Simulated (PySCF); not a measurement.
# SiH3F (SMILES F[SiH3]) at 4 levels

We compute a comparison of 4 runs (LRC-wPBEh/def2-TZVPD, SOS-MP2/jul-cc-pV(T+d)Z, CCSD/aug-cc-pVDZ) of SiH3F. 

Program for the calculation: PySCF 2.14.0.

5 further runs of the same task are left out: 1 that didn't finish, 4 set aside as unsound or not needed.

## Step 1: The system as given

SiH3F: 5 atoms, total charge 0, spin state singlet. As SMILES, `F[SiH3]`. The coordinates come from a PBE0-D4/def2-TZVP relaxation.

Bond lengths: F1–Si2 1.600 Å, Si2–H3 1.482 Å, Si2–H4 1.482 Å, Si2–H5 1.482 Å. Angles: F1–Si2–H3 108.3°, F1–Si2–H4 108.3°, F1–Si2–H5 108.3°, H3–Si2–H4 110.6°, H3–Si2–H5 110.6°, H4–Si2–H5 110.6°.

## Step 2: A stability test at LRC-wPBEh/def2-TZVPD (run 1)

calc.py reads:

```python
from pyscf import gto, dft

mol = gto.M(
    atom='''
F
Si 1 1.59994
H 2 1.481757 1 108.32834
H 2 1.48166 3 110.58575 1 118.57536
H 2 1.481652 4 110.58883 3 -122.84593
''',
    verbose=4,
    basis='def2-tzvpd',
    spin=0,
    max_memory=1860,
)

myscf = dft.RKS(mol)
myscf.xc = 'lrc-wpbeh'
myscf.kernel()

e_tot = myscf.e_tot
print(f'total energy: {e_tot:.8f} hartree')
mo_i, mo_e, stable_i, stable_e = myscf.stability(internal=True, external=True, return_status=True)
print('stable: internal', stable_i, 'external', stable_e)
```

Command:

```sh
$ OMP_NUM_THREADS=1 python calc.py
```

What it wrote:

```text
PySCF version 2.14.0

[... 70 lines left out ...]
converged SCF energy = -391.034958958325
total energy: -391.03495896 hartree
[... 6 lines left out ...]
stable: internal True external True
```

It took 2.8 min on 1 thread of AMD EPYC 7R43 (Zen 3), shared host; peak memory 0.6 GiB.

## Step 3: A stability test at LRC-wPBEh/def2-TZVPD (sfX2C) (run 2)

job.py reads:

```python
from pyscf import gto, dft

mol = gto.M(
    atom='''
F
Si 1 1.59994
H 2 1.481757 1 108.32834
H 2 1.48166 3 110.58575 1 118.57536
H 2 1.481652 4 110.58883 3 -122.84593
''',
    max_memory=1860,
    basis='def2-tzvpd',
    verbose=4,
)

mf = dft.RKS(mol, xc='lrc-wpbeh')
mf = mf.x2c()
mf.kernel()

etot = mf.e_tot
print(f'total energy: {etot:.8f} hartree')
mo_i, mo_e, stable_i, stable_e = mf.stability(internal=True, external=True, return_status=True)
print('stable: internal', stable_i, 'external', stable_e)
```

Command:

```sh
$ OMP_NUM_THREADS=1 python job.py
```

What it wrote:

```text
PySCF version 2.14.0

[... 74 lines left out ...]
converged SCF energy = -391.661547664415
total energy: -391.66154766 hartree
[... 6 lines left out ...]
stable: internal True external True
```

Run time: 3.6 min. Hardware: 1 thread of AMD EPYC 7R43 (Zen 3), shared host; peak memory 0.62 GiB.

Run 3 isn't shown in full; the table further down has it.

## Step 4: A single-point energy at CCSD/aug-cc-pVDZ (run 4)

input.py reads:

```python
from pyscf import gto, cc

mol = gto.Mole()
mol.atom = '''
F
Si 1 1.59994
H 2 1.481757 1 108.32834
H 2 1.48166 3 110.58575 1 118.57536
H 2 1.481652 4 110.58883 3 -122.84593
'''
mol.max_memory = 1860
mol.charge = 0
mol.verbose = 4
mol.spin = 0
mol.symmetry = True
mol.basis = 'aug-cc-pvdz'
mol.build()

hf = mol.RHF()
hf.kernel()

mycc = cc.CCSD(hf, frozen=6)
mycc.kernel()
e_final = mycc.e_tot
print('E = %.10f Eh' % e_final)
```

Command:

```sh
$ OMP_NUM_THREADS=1 python input.py
```

What it wrote:

```text
PySCF version 2.14.0

[... 61 lines left out ...]
converged SCF energy = -390.176920940342
[... 12 lines left out ...]
Init t2, MP2 energy = -390.493402972272  E_corr(MP2) -0.316482031929834
[... 11 lines left out ...]
CCSD converged
[... 1 line left out ...]
E = -390.5182321860 Eh
```

Run time: 6.6 s. Hardware: 1 thread of AMD EPYC 7R43 (Zen 3), shared host; peak memory 0.26 GiB.

## Step 5: Overview of the runs

```
run                            level       task  integration grid  energy (Eh)  dipole moment (D) of the reference  HOMO energy (eV)  LUMO energy (eV)  wall time
  1             LRC-wPBEh/def2-TZVPD  stability                 3  -391.034959                                1.29            -11.69              1.21    2.8 min
  2     LRC-wPBEh/def2-TZVPD (sfX2C)  stability                 3  -391.661548                                1.30            -11.68              1.21    3.6 min
  3  SOS-MP2/jul-cc-pV(T+d)Z (sfX2C)     energy                 –  -391.255512                                1.44            -13.36              1.27       11 s
  4                 CCSD/aug-cc-pVDZ     energy                 –  -390.518232                                1.50            -13.33              1.09      6.6 s
```

## Step 6: What came out

```
                                          quantity          value
                               run 4: total energy  -390.51823 Eh
       run 4: dipole moment (Hartree–Fock density)         1.50 D
        run 4: HOMO energy (Hartree–Fock orbitals)      -13.33 eV
        run 4: LUMO energy (Hartree–Fock orbitals)        1.09 eV
      run 4: HOMO–LUMO gap (Hartree–Fock orbitals)       14.42 eV
run 4: correlation energy (6 core orbitals frozen)     -341.3 mEh
                              run 4: T1 diagnostic          0.012
```

What this shows: Some runs of one species differ in core potentials or relativity; totals across that change don't compare. All runs together took 6.7 min, the longest 3.6 min.
